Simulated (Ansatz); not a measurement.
# AlNH3 (SMILES [NH2][AlH]) at UMP2/STO-3G

Aim: the energy change on altering one bond length of AlNH3 at UMP2/STO-3G, from 2 runs. 

Program for the calculation: Ansatz 0.2.0.

52 further runs of the same task are left out: 52 set aside as unsound or not needed.

### Step 1. The molecule

AlNH3 has 5 atoms, charge 0, and is taken as a doublet. SMILES: `[NH2][AlH]`. The shape is that of a PBE0-D4/def2-TZVP optimisation. This is one conformer, not always the lowest.

Bond lengths: N1–Al2 1.774 Å, N1–H3 1.007 Å, N1–H4 1.009 Å, Al2–H5 1.604 Å. Angles: N1–Al2–H5 115.7°, Al2–N1–H3 125.4°, Al2–N1–H4 124.3°, H3–N1–H4 110.2°.

### Step 2. The energy at UMP2/STO-3G

job.yaml reads:

```yaml
crystal:
  periodic: [false, false, false]
  atoms:
    - {symbol: N, position_ang: [-0.116600, -0.660800, 0.175100]}
    - {symbol: Al, position_ang: [0.836600, 0.833900, 0.120800]}
    - {symbol: H, position_ang: [0.148500, -1.505300, 0.655500]}
    - {symbol: H, position_ang: [-1.010300, -0.782800, -0.277400]}
    - {symbol: H, position_ang: [0.191800, 2.041400, -0.715400]}
basis:
  gaussian: {orbitals: STO-3G}
magnetization: {spin_polarized: true, initial_magnetization: 1}
correlation: {method: mp2, frozen_orbitals: {Al: 5, H: 0, "N": 1}}
accuracy: high
```

Command:

```
$ ansatz run job.yaml --threads 1 --pin off --max-ram 2610MiB --events-out events.jsonl --progress --plain --runs-dir runs
```

The log of the run:

```text
Warning: RAYON_NUM_THREADS=1 ignored (pool sized by the plan → 1); use --threads N
Functional definition: HF
  name "HF"
  exchange = exact_x
  correlation = 0
288 factors; integrals over basis functions are off by at most 1.1e-8 eV
mean field evaluation 1: about -8010.4117 eV, gradient 1.4e1 eV
mean field evaluation 2: about -8010.4526 eV, gradient 1.4e1 eV
mean field evaluation 4: about -8012.1659 eV, gradient 1.6e0 eV
mean field evaluation 8: about -8012.2237 eV, gradient 2.0e-4 eV
mean field -8012.22239226 eV, -294.4437420362 hartree, gradient 9.0e-8 eV, S^2 0.756016; 0 other end points of the search recorded, 0 dependent functions left out
6 core orbitals not correlated: weight in the atoms' cores, before any rotation towards them, 1.000 or more for the frozen orbitals, at most 0.000 for the correlated occupied ones
reference -8012.22239226 eV, -294.4437420362 hartree; 6, 5 occupied and 5, 6 virtual orbitals, 288 factors
second order -1.76553197 eV of doubles, -0.00000000 eV of singles
Total energy: -8013.98792423 eV, -294.5086241394 hartree
```

Run time: 0.16 s. Hardware: 1 thread of Intel Xeon Platinum 8259CL at 2.50GHz (Skylake/Cascade Lake), shared host.

### Step 3. The distorted shape

input.yaml reads:

```yaml
crystal:
  periodic: [false, false, false]
  atoms:
    - {symbol: N, position_ang: [0.106816, -0.630301, 0.288220]}
    - {symbol: Al, position_ang: [1.060016, 0.864399, 0.233920]}
    - {symbol: H, position_ang: [0.371916, -1.474801, 0.768620]}
    - {symbol: H, position_ang: [-1.010300, -0.782800, -0.277400]}
    - {symbol: H, position_ang: [0.415216, 2.071899, -0.602280]}
basis:
  gaussian:
    orbitals: STO-3G
magnetization:
  spin_polarized: true
  initial_magnetization: 1
correlation:
  method: mp2
  frozen_orbitals: {Al: 5, H: 0, "N": 1}
accuracy: high
```

Command:

```
$ ansatz run input.yaml --threads 1 --pin off --max-ram 2610MiB --events-out events.jsonl --progress --plain --runs-dir runs
```

The log of the run:

```text
Warning: RAYON_NUM_THREADS=1 ignored (pool sized by the plan → 1); use --threads N
[... 4 set-up lines as earlier in the session ...]
288 factors; integrals over basis functions are off by at most 1.4e-8 eV
mean field evaluation 1: about -8009.0061 eV, gradient 1.5e1 eV
mean field evaluation 2: about -8009.0458 eV, gradient 1.5e1 eV
mean field evaluation 4: about -8011.0276 eV, gradient 1.8e0 eV
mean field evaluation 8: about -8011.0985 eV, gradient 6.2e-4 eV
mean field -8011.09699430 eV, -294.4023844241 hartree, gradient 2.0e-8 eV, S^2 0.758414; 0 other end points of the search recorded, 0 dependent functions left out
6 core orbitals not correlated: weight in the atoms' cores, before any rotation towards them, 1.000 or more for the frozen orbitals, at most 0.000 for the correlated occupied ones
reference -8011.09699430 eV, -294.4023844241 hartree; 6, 5 occupied and 5, 6 virtual orbitals, 288 factors
second order -2.03702022 eV of doubles, -0.00000000 eV of singles
Total energy: -8013.13401453 eV, -294.4772435365 hartree
```

Run time: 0.16 s. Hardware: 1 thread of Intel Xeon Platinum 8259CL at 2.50GHz (Skylake/Cascade Lake), shared host.

### Step 4. Outcome

Level: UMP2/STO-3G, 6 core orbitals frozen.

| quantity | value |
| --- | --- |
| first shape: total energy | -294.50862 Eh |
| first shape: correlation energy (6 core orbitals frozen) | -64.9 mEh |
| first shape: ⟨S²⟩ of the reference determinant | 0.756 |
| distorted shape: total energy | -294.47724 Eh |
| distorted shape: correlation energy (6 core orbitals frozen) | -74.9 mEh |
| distorted shape: ⟨S²⟩ of the reference determinant | 0.758 |
| energy change with the N1–H4 bond stretched from 1.009 to 1.261 Å | 0.854 eV |

**Reading.** With the N1–H4 bond stretched from 1.009 to 1.261 Å the energy rises by 0.85 eV (82.4 kJ/mol). The first shape isn't relaxed at this level, so the change isn't measured from a minimum. The minimal basis adds a large error of its own.
